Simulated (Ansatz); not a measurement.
Input file:

```yaml
crystal:
  periodic: [false, false, false]
  atoms:
    - {symbol: As, position_ang: [0.000000, 0.000000, 0.000000]}
    - {symbol: H, position_ang: [0.859076, 0.861798, 0.860132]}
    - {symbol: H, position_ang: [-0.862586, -0.857884, 0.860532]}
    - {symbol: H, position_ang: [-0.858082, 0.858870, -0.864044]}
    - {symbol: H, position_ang: [0.861592, -0.862784, -0.856620]}
basis:
  gaussian: {orbitals: 6-31G}
total_charge: 1
correlation: {method: fic_mrcisd_q, electrons: outside_noble_gas, active_space: {window: {electrons: 2, orbitals: 2}}}
```

```sh
$ ansatz run in.yaml --threads 1 --pin off --events-out ev --progress --plain --max-ram 2393MiB
```

Log:

```
378 factors; integrals over basis functions are off by at most 3.5e-4 eV
mean field evaluation 1: about -60840.2772 eV, gradient 9.3e0 eV
mean field evaluation 2: about -60840.2800 eV, gradient 9.3e0 eV
mean field evaluation 4: about -60840.6342 eV, gradient 1.3e0 eV
mean field evaluation 8: about -60840.6368 eV, gradient 3.8e-7 eV
mean field -60840.63684045 eV, -2235.8521646216 hartree, gradient 9.6e-6 eV, S^2 0.000000; 0 other end points of the search recorded, 0 dependent functions left out
reference -60840.63684045 eV, -2235.8521646216 hartree; 18, 18 occupied and 19, 19 virtual orbitals, 378 factors
state -60841.08314882 eV, -2235.8685661518 hartree
contracted CI cycle   1: correlation 0.00000000 eV, 0.0000000000 hartree, residual 1.03e1 eV
contracted CI cycle   2: correlation -1.91159202 eV, -0.0702497109 hartree, residual 2.09e0 eV
contracted CI cycle   3: correlation -1.98596078 eV, -0.0729827126 hartree, residual 4.88e-1 eV
contracted CI cycle   4: correlation -1.98972215 eV, -0.0731209404 hartree, residual 1.13e-1 eV
contracted CI cycle   5: correlation -1.98993046 eV, -0.0731285957 hartree, residual 3.46e-2 eV
contracted CI cycle   6: correlation -1.98995119 eV, -0.0731293574 hartree, residual 1.08e-2 eV
contracted CI cycle   7: correlation -1.98995316 eV, -0.0731294297 hartree, residual 2.65e-3 eV
contracted CI cycle   8: correlation -1.98995328 eV, -0.0731294343 hartree, residual 6.57e-4 eV
state -60841.08314882 eV, -2235.8685661518 hartree; corrected -60843.16941952 eV, -2235.9452351860 hartree
Total energy: -60843.16941952 eV, -2235.9452351860 hartree
```

Natural occupations: 1.9749 0.0251.

For the same geometry and basis full CI lies 10.8 meV higher.

Ran on 1 thread of Arm Neoverse V2, shared host: 0.75 s wall, 0.08 GiB peak host memory.
